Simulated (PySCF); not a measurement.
Compound: 2-methyl-1-butanol, C5H12O.
Numbering: `[CH3:1][CH2:2][C@H:3]([CH3:4])[CH2:5][OH:6]` (hydrogens: H7, H8, H9 on C1; H10, H11 on C2; H12 on C3; H13, H14, H15 on C4; H16, H17 on C5; H18 on O6)

Computed with PySCF at wB97X-D/def2-SVPD, non-relativistic, on one gas-phase PBE0-D3(BJ)/def2-SVP geometry that isn't relaxed in the solvent. The solvent is an IEF-PCM continuum (Bondi radii, 1.10 Å for H, scaled by 1.2), and excitations are vertical TDDFT with non-equilibrium linear response and a frozen core. Specific hydrogen bonds and non-electrostatic terms are outside this model.

Gas-phase singlets (H = HOMO, L = LUMO):

| state | E (eV) | λ (nm) | f | leading configurations |
| --- | --- | --- | --- | --- |
| S1 | 7.282 | 170 | 0.004 | H→L 78%, H→L+3 8% |
| S2 | 8.361 | 148 | 0.039 | H→L+1 62%, H→L+2 21% |
| S3 | 8.655 | 143 | 0.000 | H-1→L 79% |
| S4 | 8.841 | 140 | 0.037 | H→L+2 58%, H→L+6 20% |
| S5 | 9.032 | 137 | 0.021 | H→L+3 52%, H-3→L 19% |

Problem. What are the lowest 5 singlets in dichloromethane (ε = 8.93)?

Solution. 
| state | E (eV) | λ (nm) | f | leading configurations | change by rank (eV) |
| --- | --- | --- | --- | --- | --- |
| S1 | 7.494 | 165 | 0.005 | H→L 78% | +0.212 |
| S2 | 8.504 | 146 | 0.048 | H→L+1 49%, H→L+2 33% | +0.143 |
| S3 | 8.740 | 142 | 0.002 | H-1→L 79% | +0.085 |
| S4 | 8.846 | 140 | 0.055 | H→L+2 50%, H→L+1 24% | +0.005 |
| S5 | 9.061 | 137 | 0.029 | H→L+3 47%, H-3→L 25% | +0.029 |

Problem. How does the list change in acetonitrile (ε = 35.69)?

Solution. 
| state | E (eV) | λ (nm) | f | leading configurations | change by rank (eV) |
| --- | --- | --- | --- | --- | --- |
| S1 | 7.525 | 165 | 0.005 | H→L 79% | +0.243 |
| S2 | 8.533 | 145 | 0.043 | H→L+1 48%, H→L+2 34% | +0.172 |
| S3 | 8.754 | 142 | 0.002 | H-1→L 79% | +0.099 |
| S4 | 8.850 | 140 | 0.054 | H→L+2 50%, H→L+1 24% | +0.009 |
| S5 | 9.068 | 137 | 0.028 | H→L+3 47%, H-3→L 25% | +0.036 |

Problem. The ground-state energy changes by -0.192 eV from gas to acetonitrile. By how much does the total energy of gas-phase S1 change?

Solution. E(S1) = E(S0) + excitation energy, so it changes by -0.192 + 0.243 = +0.051 eV: it isn't lowered at all, while the ground state is. This is the vertical state, with the slow part of the continuum still set for S0.

Problem. How do the frontier levels move from gas to acetonitrile?

Solution. 
```csv
orbital,gas (eV),solvent (eV),change (eV),"Löwdin shares, gas","Löwdin shares, solvent"
LUMO+2,3.01,3.15,+0.14,"O6 11 %, H14 11 %, H17 10 %, C1 9 %","O6 17 %, H12 11 %, H17 10 %, H14 10 %"
LUMO+1,2.72,2.92,+0.20,"C1 18 %, H7 11 %, O6 11 %, H12 9 %","C1 20 %, O6 13 %, H7 11 %, H8 7 %"
LUMO,2.14,2.34,+0.20,"O6 17 %, C4 17 %, H18 10 %, C5 9 %","O6 20 %, C4 12 %, C5 11 %, C1 7 %"
HOMO,-9.74,-9.73,+0.01,"O6 52 %, C5 15 %, C3 12 %, H17 7 %","O6 48 %, C5 16 %, C3 13 %, H17 7 %"
HOMO-1,-10.75,-10.63,+0.12,"O6 15 %, C3 15 %, C2 14 %, C5 13 %","C3 17 %, C2 15 %, O6 12 %, C5 11 %"
HOMO-2,-11.16,-10.98,+0.18,"C3 19 %, C2 14 %, C4 11 %, C1 9 %","C3 20 %, C4 14 %, C2 13 %, H12 10 %"
HOMO-3,-11.22,-11.10,+0.12,"C2 22 %, C1 18 %, C3 13 %, C4 9 %","C2 20 %, C1 16 %, O6 13 %, C3 12 %"
```

The HOMO–LUMO gap goes from 11.88 to 12.07 eV.

Shape of the structure used: `[CH3:1][CH2:2][C@H:3]([CH3:4])[CH2:5][OH:6]`: C1–C2–C3–C4 -175°, C2–C3–C5–O6 56°, H–O6–C5–C3 62°.

wB97X-D is run here without its empirical dispersion term; that term would change no orbital, density or response property at a fixed geometry.
